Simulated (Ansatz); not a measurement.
`C#CC(C)O` and `CCO` differ in one atom or group.

Ansatz, PBE0-D4/def2-TZVP geometries, multiplicity 1. Each molecule was computed in one conformer, which needn't be the lowest.

```json
{"property": "LUMO energy (PBE/def2-TZVPP) / eV", "`C#CC(C)O`": "-0.47"}
{"property": "ideal-gas entropy at 298 K and 1 bar (rigid rotor, harmonic PBE0-D4/def2-TZVP) / J/(mol·K)", "`C#CC(C)O`": "313"}
{"property": "HOMO–LUMO gap (PBE0/def2-TZVPP) / eV", "`C#CC(C)O`": "8.38"}
{"property": "HOMO–LUMO gap (PBE/def2-TZVPP) / eV", "`C#CC(C)O`": "5.94"}
{"property": "HOMO energy (PBE/def2-TZVPP) / eV", "`C#CC(C)O`": "-6.41"}
{"property": "HOMO energy (ωB97M-V/def2-TZVPP) / eV", "`C#CC(C)O`": "-10.14"}
```

Problem. Give the same properties after the change, and the shifts. (Estimate.)

Solution. Computed: 
| property | `CCO` | shift |
| --- | --- | --- |
| LUMO energy (PBE/def2-TZVPP) / eV | 0.22 | 0.69 |
| ideal-gas entropy at 298 K and 1 bar (rigid rotor, harmonic PBE0-D4/def2-TZVP) / J/(mol·K) | 269 | -44 |
| HOMO–LUMO gap (PBE0/def2-TZVPP) / eV | 8.90 | 0.52 |
| HOMO–LUMO gap (PBE/def2-TZVPP) / eV | 6.37 | 0.43 |
| HOMO energy (PBE/def2-TZVPP) / eV | -6.15 | 0.26 |
| HOMO energy (ωB97M-V/def2-TZVPP) / eV | -10.29 | -0.15 |

The zero-point energy changes by -24.5 kJ/mol with -6 modes.

Positive LUMOs are unbound, so they and the gaps depend on the basis.
